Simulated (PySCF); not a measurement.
Mapped SMILES: `[CH2:1]=[CH:2]/[C:3]([F:4])=[CH:5]/[CH3:6]`; H(Xn) means a hydrogen on atom n. Ha(C1) is cis to C3; Hb(C1) is trans to C3.

Geometry: PBE0-D3(BJ)/def2-SVP; GIAO shifts from PySCF 2.14, gas phase, non-relativistic, averaged over equivalent atoms.

At LDA/pcSseg-1 (137 basis functions, 11 s wall time on 1 thread of an Arm Neoverse V2, shared host):
```tsv
atoms	δ (ppm)
C3	170.7
C2	142.1
C1	123.0
C5	117.0
C6	11.4
F4	-146.5
H(C2)	6.11
Ha(C1)	5.75
Hb(C1)	5.34
H(C5)	4.82
H(C6)	1.86
```

Referencing at the same level of theory: TMS for 13C (σ = 180.72 ppm) and 1H (σ = 30.83 ppm); 19F (σ = 139.25 ppm) vs CFCl3.

Problem. What do these become at OPBE/pcSseg-1?

Solution. 
```csv
atoms,δ at OPBE/pcSseg-1,change
C3,157.2,-13.5
C2,129.7,-12.4
C1,113.3,-9.7
C5,107.2,-9.8
C6,13.4,+2.0
F4,-134.7,+11.8
H(C2),6.07,-0.04
Ha(C1),5.70,-0.05
Hb(C1),5.28,-0.06
H(C5),4.75,-0.07
H(C6),1.88,+0.02
```

Shifts are taken against calculated references (same method and geometry level): TMS for 13C (185.13 ppm), 1H (31.23 ppm); CFCl3 for 19F (155.97 ppm).

The largest change is at C3 (fully substituted alkene carbon). Cost: 137 basis functions, 15 s wall time on 1 thread of an Arm Neoverse V2, shared host. The order of the carbon signals is the same at both levels.

Unscaled 19F shifts against computed CFCl3 carry errors that often reach 10 to 50 ppm.
